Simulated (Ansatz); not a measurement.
# C2Al: the cost of one run

The runs use Ansatz 0.2.0, Gaussian basis; def2-QZVPP, core rule «outside noble gas», up to 7 orbitals frozen.

Plan: UHF; ROHF; CCSD(T) on UHF.

2 further runs of the same task are left out: 2 set aside as unsound or not needed.

## (1) The geometry

The geometry is a PBE0/def2-TZVP stationary point (not a proven minimum).

3 atoms, charge 0, spin multiplicity 2.

Atoms are counted from 1 here; the program's logs count them from 0.

Bond lengths: Al1–C2 1.883 Å, C2–C3 1.244 Å. Angles: Al1–C2–C3 180.0°.

Geometry (Å):

```csv
atom,x (Å),y (Å),z (Å)
Al1,0.0000,0.0000,1.6697
C2,0.0000,0.0000,-0.2129
C3,0.0000,0.0000,-1.4568
```

## (2) UHF

File in.yaml:

```yaml
crystal:
  periodic: [false, false, false]
  atoms:
    - {symbol: Al, position_ang: [0.000000, 0.000000, 1.669700]}
    - {symbol: C, position_ang: [0.000000, 0.000000, -0.212900]}
    - {symbol: C, position_ang: [0.000000, 0.000000, -1.456800]}
basis:
  gaussian: {orbitals: "def2-QZVPP.json"}
magnetization: {spin_polarized: true, initial_magnetization: 1}
hamiltonian: {xc: hf}
output: {orbitals: {seedname: orbitals}}
```

The run is started by

```sh
$ ansatz run in.yaml --threads 1 --pin off --events-out ev --progress --plain --max-ram 4096MiB --backend cpu
```

**Question.** How long does this run take on 1 thread of AMD EPYC 7R13, shared host, and how much memory does it need?

About 47 s, with a peak of 0.43 GiB.
